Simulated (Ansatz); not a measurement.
# SiNH₃ (singlet): wave-function methods side by side at scale of all distances = 1.000, cc-pVDZ

One table from this session's results is given with a row withheld; the runs are named, their logs left out.

The runs use Ansatz 0.2.0, Gaussian basis; cc-pVDZ, core rule «outside noble gas», up to 6 orbitals frozen.

Plan: UHF; CCSD(T) on RHF; CCSD(T) on UHF; BCCD(T) on RHF; CISD; CCSDT(Q) on RHF; CCSDT(Q) on UHF; CASSCF and MRCISD+Q, 2 electrons in 2 orbitals; CASSCF and NEVPT2, 2 electrons in 2 orbitals.

10 further runs of the same task are left out: 1 for a known fault of the program, 7 that didn't finish, 2 set aside as unsound or not needed.

## The geometry

The geometry derives from a PBE0/def2-TZVP stationary point (not a proven minimum). All distances are scaled together.

5 atoms, charge 0, spin multiplicity 1.

Atoms are counted from 1 here; the program's logs count them from 0.

Bond lengths: Si1–N2 1.593 Å, Si1–H3 1.490 Å, Si1–H4 1.477 Å, N2–H5 1.012 Å. Angles: N2–Si1–H3 129.4°, N2–Si1–H4 118.1°, H3–Si1–H4 112.5°, Si1–N2–H5 121.2°.

As a file:

```csv
atom,x (Å),y (Å),z (Å)
Si1,0.0000,-0.0298,0.5045
N2,0.0000,0.1142,-1.0818
H3,0.0000,-1.2620,1.3427
H4,0.0000,1.2045,1.3150
H5,0.0000,-0.7003,-1.6823
```

Set-up of the first run:

in.yaml reads:

```yaml
crystal:
  periodic: [false, false, false]
  atoms:
    - {symbol: Si, position_ang: [0.000000, -0.029760, 0.504488]}
    - {symbol: N, position_ang: [0.000000, 0.114205, -1.081764]}
    - {symbol: H, position_ang: [0.000000, -1.262006, 1.342706]}
    - {symbol: H, position_ang: [0.000000, 1.204545, 1.315030]}
    - {symbol: H, position_ang: [0.000000, -0.700331, -1.682342]}
basis:
  gaussian: {orbitals: cc-pVDZ}
magnetization: {spin_polarized: true, initial_magnetization: 0}
hamiltonian: {xc: hf}
output: {orbitals: {seedname: orbitals}}
```

The run is started by

```sh
> ansatz run in.yaml --threads 1 --pin off --events-out ev --progress --plain --max-ram 2393MiB
```

Steps of the session up to this table: UHF; CCSD(T) on RHF; CCSD(T) on UHF; BCCD(T) on RHF; CISD; CCSDT(Q) on RHF; CCSDT(Q) on UHF; CASSCF and MRCISD+Q, 2 electrons in 2 orbitals; CASSCF and NEVPT2, 2 electrons in 2 orbitals.

One table of the session follows, with a row left open; its other results are not shown here.

```
       method  from RCCSDT(Q) (kcal/mol)
          RHF                    +194.54
          UHF                    +194.32
         RMP2                     +22.35
         CISD                     +24.14
        RCCSD                      +7.90
     RCCSD(T)                      +1.21
      BCCD(T)                      +1.25
       RCCSDT                      +0.72
    RCCSDT(Q)                          0
  CASSCF pair                    +177.51
  NEVPT2 pair                     +21.63
  MRCISD pair                     +19.43
MRCISD+Q pair                          ?
```

**Question.** Estimate the row for MRCISD+Q pair.

The run gave: from RCCSDT(Q) (kcal/mol): +3.21. In the column «from RCCSDT(Q) (kcal/mol)» it lies between BCCD(T) (+1.25) and RCCSD (+7.90).

Not comparable, so not listed: CCSD(T) on UHF; CCSDT(Q) on UHF (they don't share determinant, frozen orbitals or solution with the rows shown, or repeat one).

To keep in mind: Warnings: restricted reference is unstable; spin contamination; large T1 diagnostic.
